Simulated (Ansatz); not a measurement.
# Ga (model structure, started from the dhcp type, P6₃/mmc, No. 194, 4 atoms in the cell): properties by level of theory

```csv
level (code),lattice parameter a (Å),lattice parameter c (Å)
PBE (Ansatz),…,9.824
PBEsol (Ansatz),…,9.602
PBE-D3(BJ) (Ansatz),2.934,9.647
```

### Question
Some entries are withheld; supply them.

### Answer

- PBE (Ansatz, a program for electronic structure), lattice parameter a (Å): 2.986
- PBEsol (Ansatz), lattice parameter a (Å): 2.922

Ansatz's density-functional and Hartree–Fock values are scalar-relativistic unless marked +SOC, with PAW data made under PBE.

The computed numbers hold no vibrational or temperature effects.

A model structure was made by putting elements into a prototype or built by hand; it is no filed structure, need not be a known phase, and can be a saddle point held by its symmetry.
